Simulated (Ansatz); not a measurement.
System: HO, net charge 0, doublet state. 
Coordinates optimised at B3LYP-D3(BJ)/def2-TZVP (Ansatz, a program for electronic structure):
SMILES: [OH]
```xyz
2

O      0.0000     0.0000    -0.1085
H      0.0000     0.0000     0.8682
```
Charge 0, spin multiplicity 2.

Basis-set convergence of Hartree-Fock and CCSD correlation energies (hartree) with Ansatz. Correlated levels leave the core frozen unless marked. Open shells are spin-unrestricted. No spin-orbit coupling. No relativistic terms.

```
basis        functions      E(HF)  E(corr, CCSD)
-----------  ---------  ---------  -------------
def2-SVPD           31  -75.33354       -0.17354
def2-TZVPPD         57  -75.42437       -0.21436
def2-QZVPPD         99  -75.42738       -0.22947
```

Extrapolating the two largest sets (X = 3 and 4) as X^-3: E(corr) = (64·(-0.22947) - 27·(-0.21436))/37 = -0.2405 Eh, an estimate of the basis-set limit. The largest set recovers 95.4 % of it, the smallest 72.2 %.
